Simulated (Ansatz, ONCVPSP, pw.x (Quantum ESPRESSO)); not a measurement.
## pw.x on diamond Ge: one setting changed

Potential: optimised norm-conserving Vanderbilt (ONCV), ONCVPSP 4.0.1.1 (patched build), PBEsol; core [Ar] 3d10, reference 4s2 4p2; waves: 4s: rc 1.70 bohr, ncon 4, nbas 8, qcut 4.6 1/bohr, 2 projectors, debl 2.4 Ha; 4p: rc 2.40 bohr, ncon 4, nbas 8, qcut 4.5 1/bohr, 1 projector; d scattering state at 0.23 Ha: rc 2.50 bohr, ncon 4, nbas 8, qcut 3.6 1/bohr, 2 projectors, debl 2 Ha; local part: polynomial inside 1.40 bohr (lpopt 5, dvloc0 6 Ha); core correction: Teter function, fcfact 2.75, rcfact 1.65.

The reference run (k-mesh 8³, cutoffs 50/200 Ry, Fermi–Dirac 0.01 Ry, mixing_beta 0.4, conv_thr 1e-9, no spin) gives 0.61 GPa at 22.872 Å³/atom, where all-electron LAPW gives 0.03 GPa. This run, with its own iteration cap, changes k-mesh points per axis to 20.

```
&control
  calculation='scf', prefix='x', pseudo_dir='./', outdir='./tmp', tstress=.true., disk_io='none'
/
&system
  ibrav=0, nat=2, ntyp=1, ecutwfc=50, ecutrho=200, nbnd=11,
  occupations='smearing', smearing='fd', degauss=0.01
/
&electrons
  conv_thr=1e-09, mixing_beta=0.4, electron_maxstep=70
/
ATOMIC_SPECIES
Ge 1.0 Ge.UPF
CELL_PARAMETERS angstrom
  0.00000000 2.83858158 2.83858158
  2.83858158 0.00000000 2.83858158
  2.83858158 2.83858158 0.00000000
ATOMIC_POSITIONS crystal
Ge 0.0000 0.0000 0.0000
Ge 0.2500 0.2500 0.2500
K_POINTS automatic
20 20 20 0 0 0
```

```bash
pw.x < Ge.scf.in > Ge.scf.out
```

Q: How does the run end?

A: It converges in 7 iterations; the free energy moves by -4.9 meV/atom and the pressure by -0.06 GPa.

```
Message from routine setup:
     using ibrav=0 with symmetry is DISCOURAGED, use correct ibrav instead
     lattice parameter (alat)  =       7.5860  a.u.
     unit-cell volume          =     308.6958 (a.u.)^3
     number of electrons       =         8.00
     number of Kohn-Sham states=           11
     kinetic-energy cutoff     =      50.0000  Ry
     charge density cutoff     =     200.0000  Ry
     scf convergence threshold =      1.0E-09
     Exchange-correlation= PBESOL
     number of k points=   256  Fermi-Dirac smearing, width (Ry)=  0.0100
     iteration #  1     ecut=    50.00 Ry     beta= 0.40
     total energy              =     -18.85468566 Ry
     estimated scf accuracy    <       0.02936472 Ry
     iteration #  2     ecut=    50.00 Ry     beta= 0.40
     total energy              =     -18.85240587 Ry
     estimated scf accuracy    <       0.00828761 Ry
     iteration #  3     ecut=    50.00 Ry     beta= 0.40
     total energy              =     -18.85279060 Ry
     estimated scf accuracy    <       0.00009040 Ry
     iteration #  4     ecut=    50.00 Ry     beta= 0.40
     c_bands:  1 eigenvalues not converged
     c_bands:  2 eigenvalues not converged
     total energy              =     -18.85280086 Ry
     estimated scf accuracy    <       0.00000078 Ry
     iteration #  5     ecut=    50.00 Ry     beta= 0.40
     total energy              =     -18.85280106 Ry
     estimated scf accuracy    <       0.00000014 Ry
     iteration #  6     ecut=    50.00 Ry     beta= 0.40
     total energy              =     -18.85280106 Ry
     estimated scf accuracy    <          6.2E-09 Ry
     iteration #  7     ecut=    50.00 Ry     beta= 0.40
     the Fermi energy is     5.7008 ev
!    total energy              =     -18.85280106 Ry
     estimated scf accuracy    <          1.7E-10 Ry
     smearing contrib. (-TS)   =      -0.00047057 Ry
     The total energy is F=E-TS. E is the sum of the following terms:
     one-electron contribution =       4.51732241 Ry
     hartree contribution      =       1.13548149 Ry
     xc contribution           =      -8.43755589 Ry
     ewald contribution        =     -16.06757849 Ry
     convergence has been achieved in   7 iterations
          total   stress  (Ry/bohr**3)                   (kbar)     P=        5.51
     Message from routine punch:
     Nothing written, as per user request (disk_io='none')
```

The run took about 38 s on one core of a shared host (Intel(R) Xeon(R) 6975P-C, 192 threads, 378 GiB, load 97).
